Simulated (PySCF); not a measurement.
BCl₃, SMILES B(Cl)(Cl)Cl. The structure is a stationary point at PBE-D3(BJ)/def2-SVP. The isomer is the one that the SMILES or the coordinates give; other isomers of the formula were not compared.

Computed equilibrium geometry at PBE-D3(BJ)/def2-SVP (PySCF confirms it by a frequency run) as a Z-matrix, and its point group:
point group D3h.
```
B
Cl 1 1.7526
Cl 1 1.7526 2 120.00
Cl 1 1.7526 2 120.00 3 180.00
```
